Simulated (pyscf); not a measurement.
6 small inorganic steps of one kind (four-centre exchange, closed-shell): barrier in kcal/mol, from the separated reactants or the lowest minimum found. Structures and frequencies: ωB97X-D3(BJ)/def2-SVP in PySCF. Functionals in def2-TZVP; the last column is ωB97M-D3(BJ)/def2-TZVP. Rows were drawn at random from the steps of this kind and element class whose saddle was verified and whose references are stable.

| step | PBE | M06-2X | B3LYP-D3(BJ) | ωB97M-D3(BJ) |
|---|---|---|---|---|
| HO–AsH₂ + AsH₃ → H₂As–AsH₂ + H₂O | 27.6 | 35.5 | 32.7 | 37.0 |
| H₂P–PH₂ + H₂ → PH₃ + PH₃ | 59.5 | 72.4 | 66.5 | 71.3 |
| HO–AsH–OH + H₂ → HO–AsH₂ + H₂O | 42.1 | 52.0 | 47.9 | 49.0 |
| HO–PH₂ + H₂ → PH₃ + H₂O | 50.1 | 61.8 | 58.2 | 59.1 |
| HO–PH–OH + H₂O → HO–P(OH)–OH + H₂ | 42.2 | 49.8 | 48.2 | 48.1 |
| HO–P=PH + H₂ → HP=PH + H₂O | 41.8 | 51.3 | 49.2 | 50.1 |

Differences from the last column (kcal/mol): PBE: mean -8.6, median -8.6, mean size 8.6, lower in 6 of 6; M06-2X: mean +1.4, median +1.5, mean size 1.9, lower in 1 of 6; B3LYP-D3(BJ): mean -2.0, median -1.0, mean size 2.0, lower in 5 of 6. PBE is closest for row 5 (5.8 kcal/mol apart) and farthest for row 2 (11.8 kcal/mol). PBE, r²SCAN and M06-2X carry no added dispersion term. The last column is a level with limits of its own. Each barrier is that of the saddle found. Elements up to Kr have no core potential and no relativistic terms here.
